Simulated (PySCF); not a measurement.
## CH₃O, SMILES `[O]C` (charge 0, multiplicity 2)

Computed with TPSSh-D3(BJ)/def2-TZVP // r2SCAN-D4/def2-SVP (PySCF 2.14.0).

- highest occupied spin orbital = -6.86 eV
- dipole moment = 2.01 D
- total energy = -115.1060 Ha
- cost = about 110 core-seconds (a rough figure)

```xyz
5

C     -0.0273     0.0009    -0.0414
O      1.3201    -0.0126    -0.1179
H     -0.2666    -0.0161     1.0512
H     -0.5028     0.9292    -0.4292
H     -0.5235    -0.9014    -0.4628
```
Charge 0, spin multiplicity 2.
